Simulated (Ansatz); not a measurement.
Z-matrix (Å, degrees):
```
C
S 1 1.814
C 1 1.488 2 65.8
H 1 1.084 2 116.3 3 -112.2
H 1 1.084 2 111.8 3 111.8
O 2 1.475 1 111.2 3 -100.0
H 3 1.084 1 117.8 2 102.9
H 3 1.084 1 119.4 2 -107.7
```

Charge 0, multiplicity 1.

Q: List the PBE0/def2-TZVPP orbital energies in eV (Ansatz 0.2.0). (An estimate is asked.)

A: Ansatz gave: Occupied: -2425.05, -521.78, -279.38, -279.37, -220.02, -163.87, -163.77, -163.73, -28.75, -24.16, -17.89, -17.30, -14.40, -13.38, -11.59, -11.09, -11.06, -10.61, -7.32, -7.27. Lowest empty: 0.33, 0.72, 1.48, 1.61, 2.13, 2.42, 3.95, 4.78.
